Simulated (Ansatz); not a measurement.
**Structure relaxation of AlV2C**

Method: Ansatz, DFT r2SCAN, scalar-relativistic, plane waves, PAW.

The start is a database structure of AlV2C, space group P6_3/mmc (No. 194).

The final relaxation ran on this input, with the default PAW datasets:

```yaml
crystal:
  lattice:
    - [2.8875990726, 0.0, 0.0]
    - [-1.4437995363, 2.5007341528, 0.0]
    - [0.0, 0.0, 13.10482311]
  atoms:
    - { symbol: Al, position: [0.33333333, 0.66666667, 0.25] }
    - { symbol: Al, position: [0.66666667, 0.33333333, 0.75] }
    - { symbol: V, position: [0.33333333, 0.66666667, 0.58638422] }
    - { symbol: V, position: [0.66666667, 0.33333333, 0.41361578] }
    - { symbol: V, position: [0.66666667, 0.33333333, 0.08638422] }
    - { symbol: V, position: [0.33333333, 0.66666667, 0.91361578] }
    - { symbol: C, position: [0.0, 0.0, 0.0] }
    - { symbol: C, position: [0.0, 0.0, 0.5] }
basis:
  ecutwfc: 500
kpoints:
  mp_grid: { grid: [12, 12, 4] }
hamiltonian:
  xc: r2scan
scf:
  occupations: { method: gaussian, width: 0.1 }
output:
  forces: true
  stress: true
  eigenvalues: true
relax:
  adjacent_minimum: "off"
  f_tol: 0.01
  max_steps: 80
  cell: { stress_tol: 0.05 }
```

Launched as:

```bash
ansatz run input.yaml --threads 1 --pin off --max-ram 2560MiB --backend cpu --events-out ev --progress --plain --runs-dir out
```

It took 2.1 min on 1 thread of Arm Neoverse V1 (shared host), peak memory 0.73 GiB.

End of the output:

```
SCF converged after 6 iterations
Free energy (F): -13257.151018 eV
Harris-Foulkes:  -13257.151018 eV  (|F-HF|=3.64e-12)
Internal energy: -13257.127487 eV  (E = F + TS)
E sigma→0 (E₀):  -13257.139252 eV
Entropy (-TS):   -0.023531 eV (-2.941 meV/atom)
Fermi energy:    13.999567 eV
--- Per-component energies (eV) ---
  E_band       = -719.919183
  E_kinetic    = 1578.464217
  E_local      = -6500.383783  (includes V_loc(G=0)·N_el)
  E_nonlocal   = -116.066932
  E_hartree    = 3016.192886
  E_xc         = -680.193941
  E_vxc        = -937.804824  (∫ρ·V_xc dr)
  E_paw        = -5630.847735  (= ΣΔE_a)
  E_vpaw       = -835.212468  (= ΣTr[D̂ρ^β])
  E_aug_tail   = 0.000727  (compensation charges beyond the density's cutoff)
  E_vtau       = 58.697991  (kinetic-family band-sum trace: ∫τ·v_τ [+ j·A + Jᵃ·Aᵃ] dr)
  E_ewald      = -4923.060037
  E_core_change = -1.232887  (= ΣΔE_core)
  E_smearing   = -0.023531  (= −TS)
  E_closure    = 0.000000  (closes the sum)
  Σ components = -13257.151018   (vs F -13257.151018, Δ=0.00e0)
--- Forces (eV/Å), atoms counted from 1 ---
  atom   1  Al     0.00000000     0.00000000     0.00000000
  atom   2  Al     0.00000000     0.00000000     0.00000000
  atom   3  V      0.00000000     0.00000000     0.00086127
  atom   4  V      0.00000000     0.00000000    -0.00086127
  atom   5  V      0.00000000     0.00000000     0.00086127
  atom   6  V      0.00000000     0.00000000    -0.00086127
  atom   7  C      0.00000000     0.00000000     0.00000000
  atom   8  C      0.00000000     0.00000000     0.00000000
  max |Σ_I F_I| component: 6.01e-17 eV/Å
--- Stress (GPa, compression-positive) ---
        0.012326       0.000000       0.000000
        0.000000       0.012326       0.000000
        0.000000       0.000000       0.022631
  P = ⅓ Tr σ = 0.0158 GPa (0.158 kbar)
--- Relaxed structure (3 steps of the walk, 3 accepted, 1 SCFs on fresh bases) ---
  F+E_penalty+E_count = -13257.15101805 eV   max|allowed force component| = 8.613e-4 eV/Å   (the final SCF, on the basis selected at the relaxed cell)
  cell:  # Å, volume = 94.4333 Å³
    - [2.883491, 0.0, 0.0]
    - [-1.441746, 2.497177, 0.0]
    - [0.0, 0.0, 13.114669]
  atoms:
    - { symbol: Al, position: [0.333333, 0.666667, 0.250000] }
    - { symbol: Al, position: [0.666667, 0.333333, 0.750000] }
    - { symbol: V, position: [0.333333, 0.666667, 0.585939] }
    - { symbol: V, position: [0.666667, 0.333333, 0.414061] }
    - { symbol: V, position: [0.666667, 0.333333, 0.085939] }
    - { symbol: V, position: [0.333333, 0.666667, 0.914061] }
    - { symbol: C, position: [0.000000, 0.000000, 0.000000] }
    - { symbol: C, position: [0.000000, 0.000000, 0.500000] }
```

Absolute energies hang on the potentials; compare differences alone.

The result has space group P6_3/mmc (No. 194). Around Al lie 6 V at 2.72 Å and 6 Al at 2.88 Å; around V lie 3 C at 2.01 Å; C has 6 V at 2.01 Å.

Against the elements it lies at -0.59 eV/atom. The zero of energy is the elements' standard structures at the same level; no fitted shifts are applied.

The k mesh leaves about 4 meV/atom of noise in metals.

Symmetry constrained the relaxation, so the result can be a saddle point.